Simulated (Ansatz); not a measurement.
Several solutions for singlet NH

```yaml
atoms:
  - { symbol: N, position_ang: [0.0000, 0.0000, 0.0000] }
  - { symbol: H, position_ang: [0.0000, 0.0000, 1.6640] }
```

Basis set: 6-31G (spherical functions). Charge 0, multiplicity 1.

PBE0 (unrestricted) was run from several starts with Ansatz (development build ahead of 0.2.0).

| run | program | start | converged | energy (hartree) | <S²> |
| --- | --- | --- | --- | --- | --- |
| A | Ansatz | atomic start, no search | yes | -54.96573 | 0.00 |
| B | Ansatz | stability test followed | yes | -55.03357 | 1.00 |
| C | Ansatz | search for the lowest state | yes | -55.03357 | 1.00 |

**Question.** Which runs reached the lowest solution of this kind, and what is wrong with the others?

**Answer.** B, C reached the lowest solution found. Converged but too high: A by 1.85 eV. Convergence only shows a stationary point, and even a stable one can lie too high; stability tests and further starts are what find lower ones. Caution: another spin multiplicity may lie lower. Caution: the unrestricted determinant is a mixture of spin states.
